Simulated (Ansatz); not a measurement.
A made-up structure of AlSiNH5 (charge +1), singlet:

```tsv
atom	x (Å)	y (Å)	z (Å)
Al1	-0.7773	1.1357	-0.9133
N2	0.0425	0.2785	0.5495
Si3	0.7089	-1.2160	0.5687
H4	-0.7277	0.1789	-2.1535
H5	-1.3124	2.5660	-0.5906
H6	0.0741	0.8014	1.4220
H7	0.6758	-1.9905	-0.6787
H8	0.4644	1.1810	0.7683
```

It is relaxed with PBE-D4/def2-SVP and then PBE0-D4/def2-TZVP (Ansatz 0.2.0). Atoms count as bonded within 1.22 times the sum of their covalent radii (H–H: 0.88 Å). The end point is not checked to be a true minimum.

(1) Does its bonding change? (Judge from chemistry; the calculation decides.)

## Answers

(1) The calculation gives: Yes. Formed: Al1–Si3, Al1–H7, Si3–H4; broken: H6–H8.

Where it ends: The first stage lowers the energy by 5.31 eV in 23 steps. It ends as AlSiNH₅ ([H]1[AlH]23[H][Si]12[NH2]3), total charge +1:
Al1  (-0.413, 1.000, -0.874)
N2  (0.149, 0.472, 0.848)
Si3  (0.139, -1.230, -0.143)
H4  (-1.253, -0.577, -0.767)
H5  (-0.819, 2.311, -1.598)
H6  (-0.493, 0.488, 1.635)
H7  (0.773, -0.260, -1.331)
H8  (1.065, 0.732, 1.202)
(Å)

Labels in which every atom is bracketed show which atoms are joined, not bond orders.

For scale, one of the runs: PBE0-D4/def2-TZVP relaxation, 135 basis functions, launched by `ansatz run in.yaml --threads 2 --pin off --events-out ev --progress --plain --max-ram 4352MiB`. Hardware: 2 CPU threads of an Intel Xeon Platinum 8488C, shared host. Wall time about 19 s.
